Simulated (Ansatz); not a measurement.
This script for Ansatz 0.2.0 through its Python package starts 5 runs on C₂H₃N, SMILES CC#N. What input does the engine get in each?

The script, `relaxed_scan_c2h3n.py`:
```python
import ansatz as az
import numpy as np

geometry_ang = [
    ("C", (-0.2458, 0.2806, -0.2022)),
    ("C", (0.5636, -0.6745, 0.4181)),
    ("N", (1.2183, -1.4615, 0.9074)),
    ("H", (0.144, 0.5852, -1.2188)),
    ("H", (-1.3159, -0.0559, -0.3257)),
    ("H", (-0.3221, 1.2621, 0.375)),
]
mol = az.Crystal.molecule()
for symbol, xyz in geometry_ang:
    mol = mol.atom(symbol, xyz)

calculation = (
    mol.calculation()
    .basis(gaussian="def2-SVP")
    .functional("pbe")
)
symbols = [site.symbol for site in mol.cartesian_sites]
pairs = [(0, 1), (0, 3), (0, 4), (0, 5), (1, 2)]
print("held (A)   E (eV)        ", "  ".join(f"{symbols[i]}{i}-{symbols[j]}{j}" for i, j in pairs))
for length in [1.29, 1.4, 1.51, 1.68, 1.89]:
    report = calculation.relax(constraints=[az.DistanceConstraint((0, 1), at=length)], force_tolerance=0.02, max_steps=60).run(threads=1, backend="cpu").report
    xyz = np.array(report["positions_ang"])
    print(f"{length:6.2f} {report['free_energy_ev']:14.5f}  ", "  ".join(f"{np.linalg.norm(xyz[i] - xyz[j]):.3f}" for i, j in pairs))
```

Run 1:
```yaml
crystal:
  periodic: [false, false, false]
  atoms:
    - { symbol: C, position_ang: [-0.2458, 0.2806, -0.2022] }
    - { symbol: C, position_ang: [0.5636, -0.6745, 0.4181] }
    - { symbol: "N", position_ang: [1.2183, -1.4615, 0.9074] }
    - { symbol: H, position_ang: [0.144, 0.5852, -1.2188] }
    - { symbol: H, position_ang: [-1.3159, -0.0559, -0.3257] }
    - { symbol: H, position_ang: [-0.3221, 1.2621, 0.375] }
basis:
  gaussian:
    orbitals: def2-SVP
hamiltonian:
  xc: pbe
relax:
  f_tol: 0.02
  max_steps: 60
  constraints:
    - { distance: [0, 1], at: 1.29 }
```

Run 2, against run 1:
```diff
-    - { distance: [0, 1], at: 1.29 }
+    - { distance: [0, 1], at: 1.4 }
```

Run 3, against run 1:
```diff
-    - { distance: [0, 1], at: 1.29 }
+    - { distance: [0, 1], at: 1.51 }
```

Run 4, against run 1:
```diff
-    - { distance: [0, 1], at: 1.29 }
+    - { distance: [0, 1], at: 1.68 }
```

Run 5, against run 1:
```diff
-    - { distance: [0, 1], at: 1.29 }
+    - { distance: [0, 1], at: 1.89 }
```

```console
$ python relaxed_scan_c2h3n.py
held (A)   E (eV)         C0-C1  C0-H3  C0-H4  C0-H5  C1-N2
DeckWarning: relax.constraints: the input's atoms, or those drawn, lie off the distances that are held; a relaxation that starts there is brought onto them ahead of its first SCF, by positions alone, an atom by 5.36e-2 Å at the most. With the symmetry [...]
  1.29    -3604.43575   1.290  1.114  1.114  1.114  1.173
  1.40    -3605.01551   1.400  1.110  1.110  1.110  1.171
  1.51    -3605.03672   1.510  1.107  1.107  1.107  1.171
  1.68    -3604.53983   1.680  1.104  1.104  1.104  1.171
  1.89    -3603.63595   1.890  1.101  1.101  1.101  1.173
```
(Warnings from the package without file and line, shortened, repeats left out.)

What to keep in mind:
- Total energies depend on the basis set; only differences at equal settings carry meaning.
- The energies are electronic: no zero-point or thermal terms, and the basis set is short of its limit.
- Hardware and time: 16 s on 1 thread of AMD EPYC 9R14 (Zen 4), on a shared host, peak memory 0.19 GiB.
